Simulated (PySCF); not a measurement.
C₂H₄, charge +1, quartet, at a GFN2-xTB geometry of the parent state (a state made from the parent by changing its charge; the spin is typed, not shown lowest); HF/6-31G (PySCF).

PySCF was given this input:
```python
from pyscf import gto, scf

mol = gto.M(
    atom='''
C    -0.01328681   -0.00656652    0.65800535
C     0.01328681    0.00656652   -0.65800535
H    -0.02089650    0.90169144    1.23822259
H    -0.02873771   -0.92622134    1.21982272
H     0.02873771    0.92622134   -1.21982272
H     0.02089650   -0.90169144   -1.23822259
''',
    basis='6-31g',
    charge=1,
    spin=3,
    verbose=4,
)

mf = scf.ROHF(mol)
mf.kernel()
```

It wrote (shortened):

```
PySCF version 2.14.0

[INPUT] verbose = 4
[INPUT] num. atoms = 6
[INPUT] num. electrons = 15
[INPUT] charge = 1
[INPUT] spin (= nelec alpha-beta = 2S) = 3
[INPUT] symmetry False subgroup None
[INPUT] Mole.unit = angstrom
[INPUT] Symbol           X                Y                Z      unit          X                Y                Z       unit  Magmom
[INPUT]  1 C     -0.013286810000  -0.006566520000   0.658005350000 AA   -0.025108431969  -0.012408924391   1.243449899999 Bohr   0.0
[INPUT]  2 C      0.013286810000   0.006566520000  -0.658005350000 AA    0.025108431969   0.012408924391  -1.243449899999 Bohr   0.0
[INPUT]  3 H     -0.020896500000   0.901691440000   1.238222590000 AA   -0.039488661962   1.703949870465   2.339901576350 Bohr   0.0
[INPUT]  4 H     -0.028737710000  -0.926221340000   1.219822720000 AA   -0.054306401347  -1.750304663328   2.305130861322 Bohr   0.0
[INPUT]  5 H      0.028737710000   0.926221340000  -1.219822720000 AA    0.054306401347   1.750304663328  -2.305130861322 Bohr   0.0
[INPUT]  6 H      0.020896500000  -0.901691440000  -1.238222590000 AA    0.039488661962  -1.703949870465  -2.339901576350 Bohr   0.0

nuclear repulsion = 33.6665121477744
number of shells = 18
number of NR pGTOs = 60
number of NR cGTOs = 26
basis = 6-31g
ecp = {}

******** <class 'pyscf.scf.rohf.ROHF'> ********
method = ROHF
initial guess = minao
damping factor = 0
level_shift factor = 0
DIIS = <class 'pyscf.scf.diis.CDIIS'>
diis_start_cycle = 1
diis_space = 8
diis_damp = 0
SCF conv_tol = 1e-09
SCF conv_tol_grad = None
SCF max_cycles = 50
direct_scf = True
direct_scf_tol = 1e-13
num. doubly occ = 6  num. singly occ = 3
Set gradient conv threshold to 3.16228e-05
init E= -78.180119224879
  HOMO = 0.0595326103596514  LUMO = 0.20313241272482  gap/eV = 3.90755
cycle= 1 E= -77.3468087100712  delta_E= 0.833  |g|= 0.353  |ddm|= 1.69
  HOMO = -0.337006272619835  LUMO = -0.0207725664938534  gap/eV = 8.60516
cycle= 2 E= -77.4018950828269  delta_E= -0.0551  |g|= 0.137  |ddm|= 0.59
  HOMO = -0.248812875467789  LUMO = 0.00798466930302921  gap/eV = 6.98782
cycle= 3 E= -77.4071736225934  delta_E= -0.00528  |g|= 0.0188  |ddm|= 0.101
  HOMO = -0.250076937586749  LUMO = 0.010817747168351  gap/eV = 7.09931
cycle= 4 E= -77.407358948292  delta_E= -0.000185  |g|= 0.002  |ddm|= 0.0299
  HOMO = -0.24964494283276  LUMO = 0.0106586802805071  gap/eV = 7.08322
cycle= 5 E= -77.4073610390215  delta_E= -2.09e-06  |g|= 0.000187  |ddm|= 0.00316
  HOMO = -0.249670510231659  LUMO = 0.0106689072164465  gap/eV = 7.08420
cycle= 6 E= -77.4073610600067  delta_E= -2.1e-08  |g|= 1.85e-05  |ddm|= 0.000378
  HOMO = -0.249661637083475  LUMO = 0.0106682549839603  gap/eV = 7.08394
cycle= 7 E= -77.407361060212  delta_E= -2.05e-10  |g|= 2.37e-06  |ddm|= 2.55e-05
  HOMO = -0.249662434569634  LUMO = 0.0106683174003483  gap/eV = 7.08396
Extra cycle  E= -77.4073610602156  delta_E= -3.61e-12  |g|= 7.82e-07  |ddm|= 3.77e-06
converged SCF energy = -77.4073610602156
```
